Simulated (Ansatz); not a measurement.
```yaml
crystal:
  periodic: [false, false, false]
  atoms:
    - {symbol: C, position_ang: [-0.567425, 0.542003, 1.007869]}
    - {symbol: C, position_ang: [0.450877, -0.085261, 0.173242]}
    - {symbol: O, position_ang: [0.863292, 0.515932, -1.089150]}
    - {symbol: C, position_ang: [0.176594, -0.647620, -1.177488]}
    - {symbol: F, position_ang: [0.887109, -1.752106, -1.600727]}
    - {symbol: H, position_ang: [-1.377097, 1.015843, 0.382739]}
    - {symbol: H, position_ang: [-0.968827, -0.065944, 1.749390]}
    - {symbol: H, position_ang: [-0.075785, 1.442911, 1.514588]}
    - {symbol: H, position_ang: [1.308348, -0.515663, 0.673081]}
    - {symbol: H, position_ang: [-0.826717, -0.657343, -1.603232]}
basis:
  gaussian: {orbitals: cc-pVTZ}
total_charge: -3
magnetization: {spin_polarized: true, initial_magnetization: 1}
hamiltonian: {xc: {name: wB97X}}
output: {forces: true}
```

```sh
$ ansatz run in.yaml --threads 4 --pin off --events-out ev --progress --plain --max-ram 10444MiB
```

Shortened log:

```
Functional definition: wB97X
1105 factors; their error is unknown
276 factors; integrals over basis functions are off by at most 9.0e-6 eV
mean field evaluation 1: about -7904.0105 eV, gradient 7.8e1 eV
mean field evaluation 2: about -7812.3778 eV, gradient 1.6e2 eV
mean field evaluation 4: about -7932.4075 eV, gradient 1.4e1 eV
mean field evaluation 8: about -7934.1767 eV, gradient 1.5e0 eV
mean field evaluation 16: about -7934.6184 eV, gradient 1.2e-1 eV
mean field evaluation 32: about -7934.5931 eV, gradient 1.2e-3 eV
mean field evaluation 64: about -7934.2713 eV, gradient 7.6e-6 eV
mean field -7934.59309569 eV, -291.5909180064 hartree, gradient 4.1e-5 eV, S^2 1.216208; 6 other end points of the search recorded, 0 dependent functions left out
reference -7934.59308174 eV, -291.5909174935 hartree; 22, 21 occupied and 198, 199 virtual orbitals, 1105 factors
Total energy: -7934.59308174 eV, -291.5909174935 hartree
Atom 0 at    -0.567425     0.542003     1.007869 Å, force     0.478459     3.566951    -2.558566 eV/Å
Atom 1 at     0.450877    -0.085261     0.173242 Å, force    -0.022692    -2.591324    -1.417343 eV/Å
Atom 2 at     0.863292     0.515932    -1.089150 Å, force     0.753479     1.414818    -0.903276 eV/Å
Atom 3 at     0.176594    -0.647620    -1.177488 Å, force    -1.252326     0.636206     2.924456 eV/Å
Atom 4 at     0.887109    -1.752106    -1.600727 Å, force     0.927004    -0.672335    -0.629615 eV/Å
Atom 5 at    -1.377097     1.015843     0.382739 Å, force     0.100630    -0.423404     0.698079 eV/Å
Atom 6 at    -0.968827    -0.065944     1.749390 Å, force    -0.919651    -1.296466     1.924298 eV/Å
Atom 7 at    -0.075785     1.442911     1.514588 Å, force    -0.440084    -0.189903     0.574355 eV/Å
Atom 8 at     1.308348    -0.515663     0.673081 Å, force     1.134900    -0.228131     0.826858 eV/Å
Atom 9 at    -0.826717    -0.657343    -1.603232 Å, force    -0.759719    -0.216411    -1.439244 eV/Å
Dipole moment:     1.232655    -0.772485    -2.207486 e Å
```

Task: Something in this input is off. What?

Result: The charge is far from anything that the molecule holds. The calculation finished and met its thresholds. The result belongs to that input, not to the molecule as meant.
